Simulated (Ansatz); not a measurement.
**AlNH₃ (quartet): the correlation ladder at distance Al1–H4 along a hydrogen transfer = 1.685 Å, cc-pVDZ**

An exercise on one series of results from a longer session: the logs are not shown, and one member is left open.

Method: cc-pVDZ, core rule «outside noble gas», up to 6 orbitals frozen; program: Ansatz 0.2.0, Gaussian basis.

The runs, in order: UHF; CCSD(T) on ROHF; CCSD(T) on UHF; BCCD(T) on ROHF; CISD; CCSDT(Q) on ROHF; CCSDT(Q) on UHF; CASSCF and MRCISD+Q, 5 electrons in 5 orbitals; CASSCF and NEVPT2, 5 electrons in 5 orbitals.

23 further runs of the same task are left out: 18 for a known fault of the program, 4 that didn't finish, 1 set aside as unsound or not needed.

### The system

The geometry derives from fragments relaxed apart (PBE0/def2-TZVP) and kept rigid, so it is no stationary point. A hydrogen atom is moved between rigid fragments.

5 atoms, charge 0, spin multiplicity 4.

Atoms are counted from 1 here; the program's logs count them from 0.

Bond lengths: Al1–H2 1.586 Å, Al1–H3 1.586 Å, Al1–H4 1.685 Å. Angles: H2–Al1–H3 120.0°, H2–Al1–H4 120.0°, H3–Al1–H4 120.0°.

Coordinates:

```xyz
5

Al   -1.0592    0.0000    0.0000
H    -1.8521    1.3734    0.0000
H    -1.8521   -1.3734    0.0000
H     0.6258    0.0000    0.0000
N     2.2618    0.0000    0.0000
```

The first run:

Contents of in.yaml:

```yaml
crystal:
  periodic: [false, false, false]
  atoms:
    - {symbol: Al, position_ang: [-1.059169, 0.000000, 0.000000]}
    - {symbol: H, position_ang: [-1.852092, 1.373384, 0.000000]}
    - {symbol: H, position_ang: [-1.852092, -1.373384, 0.000000]}
    - {symbol: H, position_ang: [0.625831, 0.000000, 0.000000]}
    - {symbol: N, position_ang: [2.261831, 0.000000, 0.000000]}
basis:
  gaussian: {orbitals: cc-pVDZ}
magnetization: {spin_polarized: true, initial_magnetization: 3}
hamiltonian: {xc: hf}
output: {orbitals: {seedname: orbitals}}
```

Run with:

```
$ ansatz run in.yaml --threads 1 --pin off --events-out ev --progress --plain --max-ram 2393MiB
```

Steps of the session up to this table: UHF; CCSD(T) on ROHF; CCSD(T) on UHF; BCCD(T) on ROHF; CISD; CCSDT(Q) on ROHF; CCSDT(Q) on UHF; CASSCF and MRCISD+Q, 5 electrons in 5 orbitals; CASSCF and NEVPT2, 5 electrons in 5 orbitals.

One table of the session follows, with a row left open; its other results are not shown here.

```
       method  from UCCSDT(Q) (meV)
         ROHF               +5582.0
          UHF               +5443.6
         RMP2                     ?
         UMP2               +1213.6
         CISD                +445.2
        RCCSD                 +98.0
        UCCSD                 +95.5
     RCCSD(T)                 +25.2
     UCCSD(T)                 +23.5
      BCCD(T)                 +25.0
       RCCSDT                  +4.8
       UCCSDT                  +3.0
    RCCSDT(Q)                  +1.8
    UCCSDT(Q)                     0
  CASSCF pair               +5132.2
  NEVPT2 pair               +1185.9
  MRCISD pair                +391.3
MRCISD+Q pair                 +11.4
```

Estimate the missing values for RMP2.

As computed: from UCCSDT(Q) (meV): +1239.4. In the column «from UCCSDT(Q) (meV)» it lies between UMP2 (+1213.6) and CASSCF pair (+5132.2).

To keep in mind: Restricted and unrestricted rows rest on different reference determinants; where their highest levels disagree by more than a few hundredths of an eV, they describe different states and don't form one ladder.
